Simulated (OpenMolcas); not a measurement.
# BClO (boron chloride oxide): methods side by side

BClO: 3 atoms, total charge 0, spin state singlet. SMILES: `O=BCl`. The shape is that of a GFN2-xTB optimisation.

```xyz
3

O     1.0196    0.6062    0.6270
B     0.1131    0.0666    0.0695
Cl   -1.1326   -0.6728   -0.6965
```

Quantity: the energy change with the B2–Cl3 bond stretched from 1.639 to 4.097 Å, in eV. The values are calculated.

```csv
level,kind,program,value (eV),less FCI/STO-3G,CPU time (all runs)
HF/STO-3G (restricted),Hartree–Fock,OpenMolcas,9.61,+5.13,3.9 s
SVWN5/STO-3G (restricted),LDA,OpenMolcas,7.06,+2.58,7.2 s
PBE/STO-3G (restricted),GGA,OpenMolcas,6.53,+2.05,11 s
M06-2X/STO-3G (restricted),hybrid meta-GGA,OpenMolcas,8.53,+4.05,13 s
B2PLYP/STO-3G (restricted),double hybrid,OpenMolcas,6.16,+1.68,8.2 s
MP2/STO-3G (restricted),perturbation theory,OpenMolcas,5.73,+1.25,3.5 s
CISD/STO-3G (restricted),coupled cluster or CI,OpenMolcas,5.93,+1.45,3.8 s
FCI/STO-3G,exact in the basis,OpenMolcas,4.48,0.00,60 s
```

FCI/STO-3G is exact within its basis and frozen core, so for wave-function methods in that basis the difference is their error; functionals converge differently with the basis, so for them it is only a difference. A spin-restricted reference rises too steeply as a bond breaks; here HF/STO-3G, SVWN5/STO-3G, PBE/STO-3G, M06-2X/STO-3G, B2PLYP/STO-3G, MP2/STO-3G, CISD/STO-3G lie well above the multireference or unrestricted value. The first shape isn't each level's own minimum. The values span 4.48 to 9.61 eV. All rows use very small basis sets, so none should be taken for the real molecule's value. Times are those of the runs behind each value, whatever else they computed, on shared processors of several kinds: orders of magnitude only.
